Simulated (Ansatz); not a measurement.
Species: C4H6, charge 0, singlet. C4H6 (but-2-yne, SMILES CC#CC).
B3LYP-D3(BJ)/def2-TZVP minimum from Ansatz (a quantum-chemistry and plane-wave program):
```xyz
10

C     -0.0002     0.0011     2.0565
C     -0.0001     0.0003     0.6006
C      0.0001    -0.0003    -0.6006
C      0.0002    -0.0011    -2.0565
H     -0.0090     1.0202     2.4498
H     -0.8782    -0.5156     2.4506
H      0.8864    -0.5005     2.4508
H     -0.0085     1.0175    -2.4509
H      0.8870    -0.5032    -2.4500
H     -0.8777    -0.5183    -2.4502
```
Charge 0, spin multiplicity 1.

Total energies in cc-pVDZ, 22 correlated electrons, 4 frozen orbitals. UHF or UKS for unpaired electrons; spin-orbit terms are left out. Correlated methods leave the cores frozen. No relativity.

| method | program | energy (Eh) | minus CCSDT(Q) (mEh) |
|---|---|---|---|
| HF | Ansatz | -154.92109 | 601.29 |
| MP2 | Ansatz | -155.45804 | 64.34 |
| CCSD | Ansatz | -155.49964 | 22.74 |
| CCSD(T) | Ansatz | -155.52009 | 2.29 |
| CCSDT(Q) | Ansatz | -155.52238 | 0.00 |

Rough core times of Ansatz's runs on a shared machine: CCSD(T) under 20 s, CCSDT(Q) 7 min.
